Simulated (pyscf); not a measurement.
Single points on ωB97X-D3(BJ)/def2-SVP structures (PySCF, gas phase).

**Question.** Estimate by transition-state theory the rate constant of H₂P–InH₂ + silane (SiH₄) -> H₃Si–PH–InH₂ + hydrogen (H₂) (singlet surface; H–P, H–Si broken, P–Si, H–H formed) at 900 K, with ωB97M-D3(BJ)/def2-TZVP energies (ideal gas, 1 atm, RRHO with modes under 100 cm⁻¹ raised to 100, one conformer, R ln 2 for chiral ones without a mode under 150 cm⁻¹; no tunnelling).

**Answer.** The electronic barrier is 63.3 kcal/mol and the thermal terms add +26.8, so ΔG‡ = 90.0 kcal/mol. With k_BT/h = 1.88e+13 s⁻¹ and RT = 1.788 kcal/mol, and a volume of 1.23e-19 cm³ per molecule at 1 atm, k = 3.2e-28 cm³ molecule⁻¹ s⁻¹. Wigner's tunnelling factor for 1631i cm⁻¹ would be 1.28. A shift of 1 kcal/mol in the barrier changes k by a factor 1.7. One saddle was located; it need not be the lowest between these sides. Elements past Kr carry the def2 core potentials, without spin-orbit coupling.
